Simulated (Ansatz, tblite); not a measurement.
# SiHF3: rung by rung

The task here is to estimate one member of a computed series from the others.

Method: as each input shows; program: Ansatz 0.2.0, Gaussian basis.

Levels to be run: GFN1-xTB, GFN2-xTB, PBE-D4/def2-TZVP, r2SCAN-D4/def2-TZVP, revPBE-D4/def2-TZVP, ωB97X-V/def2-TZVP, BLYP-D4/def2-TZVP, r2SCANh-D4/def2-TZVP, HSE06-D4/def2-TZVP, r2SCAN0-D4/def2-TZVP, LDA/def2-TZVP, PBE-D4/def2-SVP, PBE0-D4/def2-SVP, HF/STO-3G, HF/6-31G, B3LYP-D4/6-31G, CCSD(T)/def2-TZVPP, MP2/def2-TZVP, RPA/def2-TZVP.

### The geometry

The singlet was relaxed beforehand with PBE0-D4/def2-TZVP.

5 atoms, charge 0, spin multiplicity 1.

Bond lengths: Si1–H2 1.462 Å, Si1–F3 1.573 Å, Si1–F4 1.573 Å, Si1–F5 1.573 Å. Angles: H2–Si1–F3 110.7°, H2–Si1–F4 110.7°, H2–Si1–F5 110.7°, F3–Si1–F4 108.3°, F3–Si1–F5 108.3°, F4–Si1–F5 108.2°.

PBE0-D4/def2-TZVP was run before; its log isn't repeated, and its numbers join the tables.

Set-up of the first run:

Tight binding, by tblite at 300 K electronic temperature and without a spin-polarisation term:

```python
tblite.interface.Calculator('GFN1-xTB', numbers, positions, charge=0, uhf=0).singlepoint()
```

Tight binding, by tblite at 300 K electronic temperature and without a spin-polarisation term:

```python
tblite.interface.Calculator('GFN2-xTB', numbers, positions, charge=0, uhf=0).singlepoint()
```

start.molden holds the orbitals of an earlier run on this state, given as this run's starting guess.

The input, in.yaml:

```yaml
crystal:
  periodic: [false, false, false]
  atoms:
    - {symbol: Si, position_ang: [0.000347, -0.000488, 0.040755]}
    - {symbol: H, position_ang: [0.011141, -0.017904, 1.502286]}
    - {symbol: F, position_ang: [1.467842, 0.010535, -0.524927]}
    - {symbol: F, position_ang: [-0.743329, 1.278124, -0.493886]}
    - {symbol: F, position_ang: [-0.736000, -1.270256, -0.524228]}
basis:
  gaussian: {orbitals: def2-TZVP, initial_orbitals: start.molden}
hamiltonian: {xc: pbe, dispersion: d4}
scf: {omitted_lower_state_checks: [starts]}
output: {forces: true, orbitals: {seedname: orbitals}}
```

Launch:

```bash
$ ansatz run in.yaml --threads 4 --pin off --events-out ev --progress --plain --max-ram 3916MiB
```

Steps of the session up to this table: PBE-D4/def2-TZVP; r2SCAN-D4/def2-TZVP; revPBE-D4/def2-TZVP; ωB97X-V/def2-TZVP; BLYP-D4/def2-TZVP; r2SCANh-D4/def2-TZVP; HSE06-D4/def2-TZVP; r2SCAN0-D4/def2-TZVP; LDA/def2-TZVP; PBE-D4/def2-SVP; PBE0-D4/def2-SVP; HF/STO-3G; HF/6-31G; B3LYP-D4/6-31G; CCSD(T)/def2-TZVPP; MP2/def2-TZVP; RPA/def2-TZVP.

One of the session's tables, all rows but one given; the rest of the session is left out.

| level | HOMO (eV) | LUMO (eV) | gap (eV) |
| --- | --- | --- | --- |
| HF/STO-3G | -10.89 | 12.69 | 23.58 |
| HF/6-31G | ? | ? | ? |
| LDA/def2-TZVP | -9.67 | -0.14 | 9.53 |
| PBE-D4/def2-SVP | -9.31 | 0.74 | 10.05 |
| PBE-D4/def2-TZVP | -9.55 | 0.15 | 9.70 |
| revPBE-D4/def2-TZVP | -9.49 | 0.28 | 9.77 |
| BLYP-D4/def2-TZVP | -9.50 | 0.21 | 9.71 |
| r2SCAN-D4/def2-TZVP | -9.99 | 0.69 | 10.67 |
| r2SCANh-D4/def2-TZVP | -10.60 | 0.97 | 11.57 |
| B3LYP-D4/6-31G | -11.16 | 0.53 | 11.69 |
| PBE0-D4/def2-SVP | -11.09 | 1.75 | 12.84 |
| PBE0-D4/def2-TZVP | -11.22 | 1.04 | 12.26 |
| r2SCAN0-D4/def2-TZVP | -11.51 | 1.39 | 12.90 |
| HSE06-D4/def2-TZVP | -10.81 | 0.66 | 11.47 |
| ωB97X-V/def2-TZVP | -13.74 | 3.10 | 16.84 |

**Question.** Estimate the row for HF/6-31G.

**Answer.** HOMO (eV): -15.82; LUMO (eV): 4.44; gap (eV): 20.26. In the column «HOMO (eV)» it is the lowest.
